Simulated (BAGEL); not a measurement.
**UHF/def2-TZVPPD (density fitting with qzvpp-jkfit) run of MgSH (SMILES [Mg][SH])**

Aim: the vertical electron affinity of MgSH at UHF/def2-TZVPPD (density fitting with qzvpp-jkfit), from 2 runs. 

The calculation is run with BAGEL 1.2.2.

1 further run of the same task is left out (set aside as unsound or not needed). Runs told in other sessions of the task aren't counted.

## 1. The system as given

MgSH has 3 atoms, charge 0, and is taken as a doublet. As SMILES, `[Mg][SH]`. The shape is that of a PBE0-D4/def2-TZVP optimisation.

Bond lengths: Mg1–S2 2.325 Å, S2–H3 1.346 Å. Angles: Mg1–S2–H3 91.4°.

## 2. A single-point energy at UHF/def2-TZVPPD (density fitting with qzvpp-jkfit)

The input, job.json:

```json
{ "bagel": [

{
  "title": "molecule",
  "basis": "def2-tzvppd.json",
  "df_basis": "qzvpp-jkfit",
  "angstrom": true,
  "geometry": [
    { "atom": "Mg", "xyz": [       1.366100,      -0.566400,       0.678300 ] },
    { "atom": "S", "xyz": [      -0.680600,      -0.418400,      -0.415200 ] },
    { "atom": "H", "xyz": [      -0.696400,       0.920100,      -0.276400 ] }
  ]
},

{
  "title": "uhf",
  "nopen": 1
},

{
  "title": "print",
  "file": "orbitals.molden",
  "orbitals": true
}

]}
```

The basis set def2-TZVPPD is read from a file made from the Basis Set Exchange's data (not shown).

Launch:

```bash
BAGEL_NUM_THREADS=1 BAGEL job.json > job.out
```

Standard output:

```text
* using 1 threads per process

  ===============================================================
  ===============================================================

  *** Geometry ***

  { "atom" : "Mg", "xyz" : [      2.581555,     -1.070341,      1.281801 ] },
  { "atom" : "S", "xyz" : [     -1.286148,     -0.790661,     -0.784614 ] },
  { "atom" : "H", "xyz" : [     -1.316005,      1.738737,     -0.522320 ] },

  Number of auxiliary basis functions:      258

  Since a DF basis is specified, we compute 2- and 3-index integrals:
    o Being stored without compression. Storage requirement is 0.022 GB

  Number of basis functions:      103
  Number of electrons      :       29

    * METHOD: MOLECULE                             0.07

  *** Open-shell HF ***

  === Nuclear Repulsion ===
    52.3254873276

      * DIIS with orbital gradients will be used.

  === UHF iteration (def2-tzvppd.json) ===
      0       -597.68313385          0.02071862           0.04
      1       -597.74817777          0.00983448           0.04
      2       -597.76168076          0.00409355           0.04
      3       -597.76461361          0.00113361           0.04
      4       -597.76569983          0.00029658           0.04
      5       -597.76580459          0.00012189           0.04
      6       -597.76583802          0.00004311           0.04
      7       -597.76584367          0.00002009           0.04
      8       -597.76584535          0.00000784           0.04
      9       -597.76584561          0.00000237           0.04
     10       -597.76584563          0.00000100           0.04
     11       -597.76584563          0.00000034           0.04
     12       -597.76584563          0.00000014           0.04
     13       -597.76584563          0.00000007           0.04
     14       -597.76584563          0.00000004           0.04
     15       -597.76584563          0.00000003           0.04
     16       -597.76584563          0.00000001           0.04
     17       -597.76584563          0.00000001           0.04
    * SCF iteration converged.

    * S^2 (UHF) is 0.7527

    * Permanent dipole moment:
           (   -1.042746,    -0.125900,    -0.579276) a.u.

    * METHOD: UHF                                  0.85

    * METHOD: PRINT                                0.02

  ===============================================================
```

Wall time 1.1 s (1 thread of Arm Neoverse V2, shared host).

## 3. The singlet anion at the same level

The input, input.json:

```json
{ "bagel": [

{
  "title": "molecule",
  "basis": "def2-tzvppd.json",
  "df_basis": "qzvpp-jkfit",
  "angstrom": true,
  "geometry": [
    { "atom": "Mg", "xyz": [       1.366100,      -0.566400,       0.678300 ] },
    { "atom": "S", "xyz": [      -0.680600,      -0.418400,      -0.415200 ] },
    { "atom": "H", "xyz": [      -0.696400,       0.920100,      -0.276400 ] }
  ]
},

{ "title": "hf", "charge": -1 },

{ "title": "print", "file": "orbitals.molden", "orbitals": true }

]}
```

The basis set def2-TZVPPD is read from a file made from the Basis Set Exchange's data (not shown).

Launch:

```bash
BAGEL_NUM_THREADS=1 BAGEL input.json > input.out
```

Standard output:

```text
* using 1 threads per process

  ===============================================================
  ===============================================================

  *** Geometry ***

  { "atom" : "Mg", "xyz" : [      2.581555,     -1.070341,      1.281801 ] },
  { "atom" : "S", "xyz" : [     -1.286148,     -0.790661,     -0.784614 ] },
  { "atom" : "H", "xyz" : [     -1.316005,      1.738737,     -0.522320 ] },

  Number of auxiliary basis functions:      258

  Since a DF basis is specified, we compute 2- and 3-index integrals:
    o Being stored without compression. Storage requirement is 0.022 GB

  Number of basis functions:      103
  Number of electrons      :       29

    * METHOD: MOLECULE                             0.07

  *** RHF ***

  === Nuclear Repulsion ===
    52.3254873276

      * DIIS with orbital gradients will be used.

  === RHF iteration (def2-tzvppd.json) ===
      0       -597.67307470          0.01245362           0.02
      1       -597.75959115          0.00629184           0.02
      2       -597.77692479          0.00125832           0.02
      3       -597.77902909          0.00034782           0.02
      4       -597.77917880          0.00010866           0.02
      5       -597.77920391          0.00003368           0.02
      6       -597.77920701          0.00000851           0.02
      7       -597.77920721          0.00000292           0.02
      8       -597.77920722          0.00000096           0.02
      9       -597.77920722          0.00000036           0.02
     10       -597.77920722          0.00000012           0.02
     11       -597.77920722          0.00000004           0.02
     12       -597.77920722          0.00000002           0.02
     13       -597.77920722          0.00000001           0.02
    * SCF iteration converged.

    * Permanent dipole moment:
           (    1.826457,    -0.339153,     0.953030) a.u.

    * METHOD: HF                                   0.38

    * METHOD: PRINT                                0.02

  ===============================================================
```

Wall time 0.6 s (1 thread of Arm Neoverse V2, shared host).

## 4. Results

Level: UHF/def2-TZVPPD (density fitting with qzvpp-jkfit).

```
                                                            quantity          value
                                          doublet MgSH: total energy  -597.76585 Eh
                                         doublet MgSH: dipole moment         3.05 D
                                                  doublet MgSH: ⟨S²⟩          0.753
                                         singlet anion: total energy  -597.77921 Eh
                                          singlet anion: HOMO energy       -0.95 eV
                                          singlet anion: LUMO energy        4.24 eV
singlet anion: HOMO–LUMO gap (to an unbound level, set by the basis)        5.20 eV
                   vertical electron affinity (to the singlet anion)       0.364 eV
```

In words: At fixed nuclei the extra electron is bound by 0.36 eV (35.1 kJ/mol).
